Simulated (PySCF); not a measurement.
# C4H5F: the cost of one run

Computed with PySCF 2.14.0, with density-fitted response routines of our own, on a single molecule in the gas phase. Atoms are numbered from 0 throughout.

## (1) Starting geometry

10 atoms, charge 0, multiplicity 1; geometry from: GFN2-xTB. The atoms were then displaced at random by about 0.01 Å, so the start is not that level's minimum.

Bonds of the start (Å): C0–C1 1.31, C1–C2 1.44, C2–C3 1.36, C2–F4 1.35, C0–H5 1.06, C0–H6 1.10, C1–H7 1.08, C3–H8 1.07, C3–H9 1.07.

## (2) Relaxing the molecule at PBE0-D3(BJ)/def2-SVP

The job: settings as JSON, then the geometry in Å.

```
{"job": {"xc": "PBE0", "basis": "def2-SVP", "d3": "d3bj", "grid": 1, "shake": 0.01, "kind": "geom"}, "charge": 0, "multiplicity": 1}
C     -0.837640    -0.421630    -1.569270
C     -0.205500    -0.590140    -0.437870
C      0.195840     0.487080     0.436330
C      0.908460     0.361880     1.586990
F     -0.120950     1.725870     0.012870
H     -1.154220    -1.213800    -2.204470
H     -1.115130     0.590100    -1.909410
H      0.083840    -1.570400    -0.102190
H      1.154370    -0.604300     1.975040
H      1.141360     1.214420     2.190930
```

On the command line:

```
> OMP_NUM_THREADS=1 python probes_run.py task.json out
```

This one command runs all jobs of the session in turn.

Q: Estimate the wall time and peak memory of this first job on 1 thread of Arm Neoverse V2, shared host.

About 16 s, with a peak of 0.39 GiB.
